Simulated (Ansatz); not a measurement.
This Ansatz (a first-principles code) input (MP2/cc-pCVQZ) gives -499.27985 Eh with 253 basis functions. A basis named .json is the Basis Set Exchange file of that set (core-valence sets with the plain set on hydrogen).

Ansatz 0.2 input:
```yaml
crystal:
  periodic: [false, false, false]
  atoms:
    - {symbol: C, position_ang: [0.01225366, -0.24478813, -1.08693639]}
    - {symbol: Cl, position_ang: [-0.00641773, 0.12820516, 0.56927130]}
    - {symbol: H, position_ang: [0.96940014, -0.33504208, -1.57184899]}
    - {symbol: H, position_ang: [-0.93382079, -0.37571690, -1.58414476]}
basis:
  gaussian:
    orbitals: cc-pCVQZ.json
magnetization: {spin_polarized: true, initial_magnetization: 1}
correlation: {method: mp2, frozen_orbitals: {C: 0, Cl: 1, H: 0}}
```

Change:
```diff
- orbitals: cc-pCVQZ.json
+ orbitals: cc-pwCVQZ.json
```

Question: What does the run give now?

Answer: -499.26842 Eh (MP2/cc-pwCVQZ, 253 functions), a change of +11.43 mEh.
